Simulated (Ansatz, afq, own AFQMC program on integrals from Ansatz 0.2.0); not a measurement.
## Atomization energy of SiO, triplet

```xyz
2

Si    0.0000    0.0000    0.0000
O     0.0000    0.0000    1.7235
```

Atoms in their ground-state spins without spin–orbit coupling (mostly on UHF) minus the molecule (UHF), without zero-point energy. The geometry is a stationary point, not shown to be a minimum.

Basis 6-31G. Noble-gas cores (and the filled d shells of Ga–Kr and In–Xe) are frozen. Integrals, coupled cluster, full CI and functionals: Ansatz 0.2.0; the random walks run on the same integrals in our own AFQMC program. ph-AFQMC/CISD is guided by a CISD state made of CCSD amplitudes; releasing the constraint for a short imaginary time cuts its bias at the price of noise, slowly where states lie close. Error bars are statistical, one sigma. The errors of all members are added in quadrature.

Full CI on the same integrals is exact in this basis and with this determinant's frozen core.

Errors are counted within 6-31G, not against nature.

Cautions: SiO (triplet): another spin lies lower, the CCSDT(Q) amplitudes may be one of several solutions (largest double 0.69), the CCSDTQ amplitudes may be one of several solutions (largest double 0.75), the released energy hasn't reached full CI (173 meV above it at 2.40 1/Eh), so no released level is given (meV from the phaseless value at times in 1/Eh: 13 ± 9 at 0.24, 7 ± 9 at 0.51, -14 ± 11 at 0.99, -43 ± 13 at 1.62, -14 ± 13 at 2.40), the determinant fills πx and πy unequally, so it mixes two states of the linear molecule, and each level undoes that mixture to a different degree, while full CI gives the lower state, its ph-AFQMC/CISD value lies 187 ± 10 meV above full CI.

```tsv
level	atomization energy (kcal/mol)
CCSD	54.1
HF	22.5
```

From these cheaper values, estimate the atomization energy at the reference level in 6-31G.

61.0 kcal/mol (full CI in 6-31G).

```
        level  atomization energy (kcal/mol)  error against FCI (kcal/mol)
          MP2                           54.4                          -6.6
      CCSD(T)                           56.2                          -4.8
        CCSDT                           60.2                          -0.8
     CCSDT(Q)                           61.2                           0.2
  ph-AFQMC/HF                     57.6 ± 0.7                    -3.4 ± 0.7
ph-AFQMC/CISD                     56.7 ± 0.2                    -4.3 ± 0.2
```

Correlation beyond CCSD(T) adds 4.8 kcal/mol. The perturbative (T) step is worth +2.1 kcal/mol. Where a determinant mixes two states, these steps and errors hold in part the undoing of that mixture, and only full CI is sure.

CCSDT and higher add their correlation energy to the determinant of the CCSD(T) run, since their own runs factorise the integrals more tightly (a shift of under 2 meV).
